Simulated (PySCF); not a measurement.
Compound: silicon diatomic, Si2 (triplet state).
Structure used (PBE0-D3(BJ)/def2-SVP), in Å, numbered top down from 1:
```
atom  x, y, z in Å
Si1    1.0793   -0.0063   -0.0050
Si2   -1.0738    0.0089   -0.0233
```

Identity: silicon diatomic, `[Si][Si]` [triplet].

Computed with PySCF 2.14.0, UKS PBE, IGLO-III on Si, non-relativistic, mean-field spin-orbit, GIAO. Geometry: PBE0-D3(BJ)/def2-SVP; no solvent, vibrations or thermal averaging.

Output of the driver script. Atoms in this output count from 0.

```
UKS, coarse grid
  cycle   1  E = -578.56140423  |g| = 1.80e-01
  cycle   2  E = -578.54765347  |g| = 1.90e-01
  cycle   3  E = -578.56724045  |g| = 6.61e-02
  cycle   4  E = -578.57026815  |g| = 2.10e-02
  cycle   5  E = -578.57064141  |g| = 1.09e-02
  cycle   6  E = -578.57075888  |g| = 1.78e-03
  cycle   7  E = -578.57076130  |g| = 5.41e-04
UKS, final grid
  cycle   1  E = -578.57076304  |g| = 6.43e-04
  cycle   2  E = -578.57076275  |g| = 8.93e-04
  cycle   3  E = -578.57076298  |g| = 5.73e-04
  cycle   4  E = -578.57076331  |g| = 9.15e-06
  cycle   5  E = -578.57076331  |g| = 2.22e-06
internal stability: unstable
restart along the unstable mode
  cycle   1  E = -578.57062633  |g| = 1.22e-02
  cycle   2  E = -578.57048726  |g| = 1.69e-02
  cycle   3  E = -578.57042243  |g| = 1.86e-02
  cycle   4  E = -578.57076572  |g| = 2.06e-03
  cycle   5  E = -578.57076897  |g| = 3.06e-04
  cycle   6  E = -578.57076950  |g| = 3.12e-04
  cycle   7  E = -578.57076972  |g| = 2.83e-04
  cycle   8  E = -578.57076879  |g| = 2.71e-04
  cycle   9  E = -578.57076668  |g| = 2.27e-04
  cycle  10  E = -578.57076411  |g| = 2.32e-04
  cycle  11  E = -578.57076412  |g| = 1.89e-04
  cycle  12  E = -578.57076298  |g| = 3.57e-04
  cycle  13  E = -578.57076303  |g| = 2.04e-04
  cycle  14  E = -578.57076304  |g| = 1.17e-04
  cycle  15  E = -578.57076304  |g| = 5.33e-05
  cycle  16  E = -578.57076304  |g| = 1.47e-05
internal stability: stable
E = -578.57076304 Eh   <S^2> = 2.0033 (exact 2.0000)
g shifts (ppm)      1          2          3
  rmc          -124       -124       -124
  gc             56         38         12
  oz_so       -7600      -7245      67466
  total       -7668      -7331      67355
hyperfine (MHz)  atom isotope    a_iso     a_fc   dipolar eigenvalues
    0  29Si      -0.68      -0.68    -42.04    -16.45     58.49
    1  29Si      -0.69      -0.69    -42.03    -16.45     58.48
zero-field splitting (cm-1)  D = -2.6870  E = -0.0018  (spin-spin 0.1722, spin-orbit -2.5924)
```

**Question.** The SCF converged. Why should these EPR parameters still be doubted?

**Answer.** The species is linear, yet the g tensor isn't that of a Σ state, which would be axial with no orbital-Zeeman term along the axis. Here the shifts are -7668, -7331, 67355 ppm, with orbital-Zeeman/spin–orbit parts of -7600, -7245, 67466 ppm. That is what a determinant gives that fills the components of a degenerate π or δ shell unevenly. Such a state carries orbital angular momentum about the axis, which this second-order treatment can't describe. The SCF also ends 7 μEh above an earlier cycle on the same grid: the final determinant isn't the lowest that the run met. At the same geometry and basis B3LYP gives ⟨S²⟩ = 2.005, g_iso = 2.0014 (here 2.0198) and a(29Si, atom 0 as the log counts) = -6.0 MHz (here -0.7, class means). The spin–orbit part of the hyperfine coupling is in only one of the two runs.

Hardware: one thread, x86-64 server (shared host). Cost: 7.0 s.
